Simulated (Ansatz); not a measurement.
A nudged elastic band was laid between two geometries of BH3 + CH3 (8 atoms, charge 0, multiplicity 2).

Level of theory: UKS PBE0-D4/cc-pVDZ in Ansatz.

* movable images: 7
* climbing image: yes
* spring: 5.0 eV/Å²
* optimiser: quadratic models (default)
* start path: through a guess of the saddle point
* force threshold: 0.03 eV/Å
* iteration limit: 60
* end points: relaxed

Initial state:

```xyz
8
Properties=species:S:1:pos:R:3
B 0.001 0.000 -0.504
H -0.006 0.001 0.702
H 1.048 -0.001 -1.103
H -1.039 -0.001 -1.116
C -0.001 0.000 3.691
H -0.590 -0.918 3.707
H 1.089 -0.051 3.675
H -0.501 0.969 3.711
```

Final state:

```xyz
8
Properties=species:S:1:pos:R:3
B -0.021 0.052 0.702
H 0.361 -1.116 1.073
H 0.877 0.680 0.192
H -1.125 0.055 0.213
C -0.001 0.006 2.401
H -0.768 -0.628 2.859
H 0.981 -0.124 2.870
H -0.304 1.075 2.451
```

Q: What changes between the two ends?

A: Bonds formed: B1–C5. BH3 + CH3 becomes CH6B.

Q: What energy profile does the band end with?

A: The forces met the threshold. The highest image is number 0 of 0 to 8, 0.000 eV above the first end and 0.687 eV above the last; the last end lies 0.687 eV below the first. The highest image is an end point: on this band no image between the ends rises above it. A vibrational analysis next to that end finds imaginary modes (58i cm⁻¹), so it isn't a minimum.

| image | path coordinate (Å) | energy (eV) | B1–C5 (Å) |
| --- | --- | --- | --- |
| 0 | 0.00 | 0.000 | 4.20 |
| 1 | 0.54 | 0.000 | 4.19 |
| 2 | 1.13 | -0.007 | 4.04 |
| 3 | 1.72 | -0.027 | 3.77 |
| 4 | 2.30 | -0.069 | 3.41 |
| 5 | 2.89 | -0.147 | 2.99 |
| 6 | 3.48 | -0.287 | 2.53 |
| 7 | 4.06 | -0.452 | 2.07 |
| 8 | 4.65 | -0.687 | 1.70 |

Run time: 13 min on 1 thread of Arm Neoverse V1 (shared host), peak memory 0.12 GiB.
